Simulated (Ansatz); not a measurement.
Relaxation of CH4O2S (8 atoms, charge 0, multiplicity 1), to a largest force component of 0.02 eV/Å in at most 50 steps.

Method: Ansatz 0.2.0, UKS B3LYP/6-31G.

```xyz
8
Properties=species:S:1:pos:R:3
O -0.886 0.171 -0.841
C -0.126 0.283 0.291
O 1.111 0.733 -0.134
S 0.087 -1.321 1.047
H -1.039 1.135 -1.142
H -0.544 1.015 1.004
H 1.687 -0.086 -0.193
H -0.197 -1.988 -0.087
```

**Question.** Where does it end, and by what steps?

**Answer.** The run converged. The force dipped under the threshold on the way, but the program's further checks kept it going. Limits of this set-up: no polarisation functions. After 13 steps the energy has fallen by 0.636 eV; H8 moved furthest, 0.55 Å.

```
step  energy less start (eV)  largest force component (eV/Å)  accepted
   0                  0.0000                           2.947       yes
   1                 -0.5120                           1.114       yes
   2                 -0.5734                           0.908       yes
   3                 -0.6110                           0.712       yes
   4                 -0.6044                           0.600        no
   5                 -0.6296                           0.206       yes
   6                 -0.6324                           0.064       yes
   7                 -0.6339                           0.043       yes
   8                 -0.6347                           0.120       yes
   9                 -0.6225                           0.349        no
  10                 -0.6354                           0.019       yes
  11                 -0.6356                           0.014       yes
  12                 -0.6356                           0.026       yes
  13                 -0.6357                           0.011       yes
```

```xyz
8
Properties=species:S:1:pos:R:3
O -0.800 0.124 -0.893
C -0.039 0.280 0.309
O 1.216 0.893 0.102
S 0.153 -1.493 0.999
H -0.978 1.002 -1.291
H -0.545 0.894 1.052
H 1.799 0.309 -0.429
H -0.713 -2.066 0.095
```

Time of the run: 47 s on 1 thread of Arm Neoverse V1, with other jobs on the host, peak memory 0.14 GiB.
